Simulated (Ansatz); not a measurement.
# [BH$_{2}$···H···H], doublet in cc-pVDZ: errors against full CI

All five atoms lie in one plane.

Geometry: a point of a hydrogen-transfer path between rigid fragments, not a stationary point.

```xyz
5

B    -0.1774    0.0000    0.0000
H    -0.7741    1.0336    0.0000
H    -0.7741   -1.0336    0.0000
H     1.1656    0.0000    0.0000
H     2.2856    0.0000    0.0000
```

Basis cc-pVDZ; Ansatz 0.2.0. Correlated methods freeze the noble-gas cores, which leaves 7 electrons in 33 orbitals. R marks a restricted (for open shells ROHF) determinant, U an unrestricted one. Active spaces: valence = (7e, 8o) chosen from the atoms' valence shells; pair = (3e, 3o) about the gap.

Full CI is exact within this basis and frozen core; it isn't the basis-set limit. The frozen core follows each run's orbitals, which can shift R against U totals by a few meV.

For open shells CISD is restricted-active-space CI with the open shells as a complete middle space.

The UHF ⟨S²⟩ is 0.769, the T1 diagnostic (RCCSD) is 0.0243 and the largest doubles amplitude (RCCSD) is 0.044. The T1 diagnostic (UCCSD) is 0.0118.

```tsv
level	E − E(RHF) (eV)
UHF	-0.1447
RMP2	-2.8342
UMP2	-2.8398
RCCSD	-3.5860
UCCSD	-3.5887
RCCSD(T)	-3.6428
UCCSD(T)	-3.6429
```

Task: Estimate how far full CI in cc-pVDZ lies from RCCSD(T). The table doesn't fix it; the size of (T) and the diagnostics are the guide.

Result: Full CI in cc-pVDZ lies 1.5 kJ/mol below RCCSD(T), which is 28 % of the (T) step (-5.5 kJ/mol). The diagnostics give no warning, yet the rest is a sizeable part of (T).

The other levels:

| level | E − E(full CI) (kJ/mol) | share of correlation (%) | wall time |
| --- | --- | --- | --- |
| CISD | 19.9 | 94.36 | 0.71 s |
| BCCD(T) | 1.5 | 99.58 | 0.88 s |
| RCCSDT | 0.2 | 99.95 | – |
| UCCSDT | 0.2 | 99.95 | – |
| RCCSDT(Q) | 0.0 | 99.99 | 5 s |
| UCCSDT(Q) | 0.0 | 99.99 | 4.9 s |
| RCCSDTQ | 0.0 | 100.00 | 12 s (H100) |
| UCCSDTQ | 0.0 | 100.00 | 8.5 s (H100) |
| CASSCF (pair space) | 300.3 | 14.92 | – |
| NEVPT2 (pair space) | 73.7 | 79.11 | 0.49 s |
| CASSCF (valence space) | 205.6 | 41.77 | – |
| NEVPT2 (valence space) | 59.1 | 83.25 | 2.1 s |
| NEVPT4(SD) (valence space) | 9.0 | 97.46 | 2.8 s |
| MRCISD (valence space) | 8.1 | 97.71 | – |
| MRCISD+Q (valence space) | 0.8 | 99.77 | 3 s |

The correlation energy at full CI, counted from RHF, is -3.658 eV. That run took 11 s on 2 threads of AMD EPYC 7R13 with a shared H100 80 GB, shared host over 55,991,320 determinants.

Times hold each run's SCF and search for its determinant on a shared host, so for small cases they say little of a method's own cost; rows without a card ran on 1 thread of AMD EPYC 7R13.

The full-CI state has the irrep A1 of C2v, in the program's axes.

Natural occupations of full CI about the gap: 1.961 1.957 1.951 0.995 0.026 0.019 0.018 0.016 0.009 0.009; effectively unpaired electrons, Σ n²(2−n)², 1.03.
